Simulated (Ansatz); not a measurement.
`FC(F)Cl` + H₂ → `FCCl` + H–F at 700 K and 1 bar (hydrogenolysis of a C–F bond).

Gas-phase electronic energies from Ansatz, PBE0-D4/def2-TZVP geometries. CBS: MP2 limit from def2 TZ/QZ plus the TZ coupled-cluster correction, frozen cores. This one scheme is used for every species.

| species | CCSD(T)/CBS energy (Eh) | H − E (kJ/mol) | S (J/(mol·K)) |
| --- | --- | --- | --- |
| `FC(F)Cl` | -698.00348 | 102.9 | 340.3 |
| H₂ | -1.17544 | 46.8 | 155.3 |
| `FCCl` | -598.81139 | 117.8 | 315.0 |
| H–F | -100.39570 | 45.2 | 198.5 |

H − E and S are ideal-gas, rigid-rotor, harmonic terms from PBE0-D4/def2-TZVP. The MP2-based limit puts H₂ 0.8 mEh under its directly extrapolated value; such offsets cancel only in part. 1 Eh = 2625.50 kJ/mol, R = 8.31446 J/(mol·K).

Question: By hand: ΔE, ΔH, ΔS and ΔG.

Answer: ΔE = (-598.81139) + (-100.39570) − (-698.00348) − (-1.17544) = -0.02817 Eh = -74.0 kJ/mol. Δ(H − E) = 117.8 + 45.2 − 102.9 − 46.8 = 13.3, so ΔH = -60.7 kJ/mol. ΔS = 315.0 + 198.5 − 340.3 − 155.3 = 17.9 J/(mol·K). ΔG = -60.7 − 700 × (17.9)/1000 = -73.2 kJ/mol.

Question: By hand: the equilibrium constant, and the temperature at which ΔG would vanish if ΔH and ΔS stayed fixed.

Answer: log₁₀ K = −ΔG/(RT ln 10) = 5.5. ΔH and −TΔS have one sign here, so there is no such temperature.

ΔH outweighs TΔS. A doubt of 5 kJ/mol in ΔE shifts log₁₀ K by 0.4 here. These are equilibria of isolated gas molecules and say nothing of rates. Largest T1 diagnostic: 0.011 (customary marks: 0.02 for closed shells, 0.045 for open ones).
